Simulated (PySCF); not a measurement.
Gas-phase reaction: 2 AlCH3 + 3 C3H4 (allene) → 2 Al(CH3)3 + 5 C

Method: PySCF energies plus ideal-gas RRHO corrections (1 bar). † marks an energy on the PBE0/def2-TZVP geometry and frequencies; other levels use their own. MP2 and CCSD(T) freeze the core. 6-31G* has spherical d functions here. Open shells (unrestricted): C (multiplicity 3, electronic degeneracy 9); the rest are closed-shell singlets. Spin-orbit splitting is ignored; it lowers the true energy and changes the entropy of C. B3LYP is the form with VWN-RPA correlation. Methyl groups turn as free rotors in Al(CH3)3. AlCH3: computed as isolated molecules; such fragments, hydroxides, amides, oligomers or adducts are transient or little studied in the gas. MP2 isn't extrapolated to the basis-set limit; its ΔH°(298 K) is 2506.1 kJ in def2-SVP and 2527.0 kJ in def2-TZVPP. CCSD(T) isn't extrapolated to the basis-set limit. The harmonic model lacks anharmonicity and excited electronic states, which grow with temperature; levels with a mode under 35 cm⁻¹ are left out.

| level | ΔE electronic, kJ | ΔH°(298 K), kJ | ΔS°(298 K), J/K | ΔG°(2000 K), kJ |
|---|---|---|---|---|
| B3LYP/def2-TZVP† | 2621 | 2579 | 279 | 1952 |
| CCSD(T)/def2-SVP† | 2494 | 2452 | 279 | 1825 |
| HF/6-31G* | 1688 | 1637 | 282 | 998 |
| M06-2X/def2-TZVP† | 2600 | 2558 | 279 | 1931 |
| MP2/def2-SVP† | 2548 | 2506 | 279 | 1879 |
| PBE0/def2-SVP† | 2689 | 2647 | 279 | 2020 |
| LDA/def2-TZVP† | 3131 | 3089 | 279 | 2462 |
| ωB97M-V/def2-TZVP† | 2592 | 2550 | 279 | 1923 |
ΔH° is lowest at HF/6-31G* and highest at LDA/def2-TZVP†. No reference value is set beside these.
